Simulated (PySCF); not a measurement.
# `C([N+]#[C-])=C=C=C`, C5H3N

Geometry:
```csv
atom,x (Å),y (Å),z (Å)
C1,-3.302,1.537,-1.151
N2,-2.530,0.804,-0.665
C3,-1.675,-0.087,-0.078
C4,-0.364,0.041,-0.121
C5,0.893,0.120,-0.135
C6,2.199,0.215,-0.158
H7,-2.151,-0.917,0.433
H8,2.690,1.039,-0.664
H9,2.822,-0.527,0.329
```

Theory: PySCF 2.14.0, quadratic response CAM-B3LYP/def2-TZVPD first hyperpolarisability, Taylor convention, gas phase. Geometry: PBE0-D3(BJ)/def2-TZVP.

**Question.** Give the tensor of the second harmonic β(−2ω;ω,ω) at 1907 nm in the axes of these coordinates.

**Answer.** In au, Taylor convention; rows are the first index (the induced dipole):
|  | xx | yy | zz | xy | xz | yz |
| --- | --- | --- | --- | --- | --- | --- |
| x | -92.6 | +27.2 | -12.3 | -52.6 | +33.0 | -45.4 |
| y | -50.8 | -19.5 | -11.3 | +26.3 | -44.2 | +18.7 |
| z | +31.8 | +18.9 | -1.4 | -44.3 | -12.2 | -11.1 |

Norm of βᵢ = ⅓ Σⱼ (βᵢⱼⱼ + βⱼᵢⱼ + βⱼⱼᵢ): 124.3 au, hyper-Rayleigh value 67.9 au.
